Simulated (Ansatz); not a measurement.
Results of dielectric-dependent PBEsol hybrid in Ansatz (plane waves, PAW) for Sb₂Os (Pnnm, No. 58).

The input as run:

Ansatz 0.2 input:
```yaml
crystal:
  lattice:
    - [5.9381, 0.0, 0.0]
    - [0.0, 6.6961, 0.0]
    - [0.0, 0.0, 3.2044]
  atoms:
    - { symbol: Os, position: [0.0, 0.0, 0.0] }
    - { symbol: Os, position: [0.5, 0.5, 0.5] }
    - { symbol: Sb, position: [0.18045, 0.35889, 0.0] }
    - { symbol: Sb, position: [0.81955, 0.64111, 0.0] }
    - { symbol: Sb, position: [0.68045, 0.14111, 0.5] }
    - { symbol: Sb, position: [0.31955, 0.85889, 0.5] }
  host: atoms
basis:
  ecutwfc: 460
  ecutrho_ratio: 4
  xc_grid: 2
kpoints:
  mp_grid: { grid: [4, 4, 8] }
  band_path: { path: [[0, 0, 0], [0.0, 0.0, 0.255208]], npoints: 1 }
hamiltonian:
  xc:
    exchange: pbesol
    correlation: pbesol
    exx: { coeff: inverse_dielectric }
  dispersion: none
  pseudopotentials: { kind: paw }
scf:
  occupations: { method: fermi_dirac, width: 0.01 }
  convergence: { dr2_threshold: 0.0000000006 }
output:
  forces: true
  stress: true
  eigenvalues: true
  write_bands: true
```

Q: How many irreducible k-points, plane waves at Γ does the program set up, and what pressure does the run end with?

A: 45 irreducible k-points, 2877 plane waves at Γ; P = -0.56 GPa, so the cell is stretched on average and its volume would shrink at this level.

Output (set-up and result lines):

```
WARN output.stress: scf.exx.energy_threshold = 1e-6 eV is looser than the 6e-8 eV advised for a stress under a hybrid functional (1e-8 eV for each atom of the …
Crystal: 6 atoms, lattice volume = 127.414 Å³
Basis set: ecut = 460 eV, 2877 PW (Γ), exchange–correlation on 90×96×48 points (8 copies of the dense FFT grid, shifted against one another)
Bands: 56, of which v1, the nominal top of the filled ones, is band 46 counted from 1 (45 counted from 0)
Symmetry: 8 space group operations
Space group: Pnnm (ITA 58), of the structure as read, at distance tolerance 5.0e-5 Å
k-points: 45 of 128
SCF iter   1: F=—  HF=-48134.568582 eV  |F-HF|=—  |Δ(HF+E_count)|=         —  Δρ=4.23e-3  dr2=1.60e-2
SCF iter   2: F=—  HF=-48134.565247 eV  |F-HF|=—  |Δ(HF+E_count)|=   3.33e-3  Δρ=1.43e-3  dr2=1.51e-3
  ...
Crystal: 6 atoms, lattice volume = 127.414 Å³
Initial density: handed on by an earlier stage of this run
Functional: x = 0.9529057838165421 pbesol(κ = 0.804, μ = 0.12345679012345678) + 0.04709421618345785 exact, c = pbesol(β = 0.046)
Crystal: 6 atoms, lattice volume = 127.414 Å³
SCF iter   2: F=—  HF=-48167.019876 eV  |F-HF|=—  |Δ(HF+E_count)|=  8.37e-10  Δρ=1.39e-6  dr2=1.91e-9
SCF iter   3: F=-48167.019876 eV  HF=-48167.019876 eV  |F-HF|=1.16e-10  |Δ(HF+E_count)|=   1.18e-8  Δρ=2.74e-7  dr2=1.31e-10
SCF 3 converged in 3 iterations: F = -48167.019876 eV  dr2 = 1.31e-10
Free energy (F): -48167.019876 eV
Internal energy: -48167.019876 eV  (E = F + TS)
E sigma→0 (E₀):  -48167.019876 eV
Fermi energy:    15.036064 eV
--- Forces (eV/Å), atoms counted from 1 ---
  atom   1  Os     0.00000000    -0.00000000     0.00000000
  atom   2  Os     0.00000000     0.00000000     0.00000000
  atom   3  Sb     0.04009281    -0.11493919     0.00000000
  atom   4  Sb    -0.04009281     0.11493919     0.00000000
  atom   5  Sb     0.04009281     0.11493919     0.00000000
  atom   6  Sb    -0.04009281    -0.11493919     0.00000000
--- Stress (GPa, compression-positive) ---
       -0.148289       0.000000       0.000000
        0.000000      -1.053910       0.000000
        0.000000       0.000000      -0.483384
  P = ⅓ Tr σ = -0.5619 GPa (-5.619 kbar)
```

The PAW data were made under PBE.

Note: cell and atoms aren't relaxed at this level (largest force component 0.11 eV/Å, pressure -0.6 GPa).

The result took very roughly 22 core-minutes.

Ansatz is a program for electronic structure.
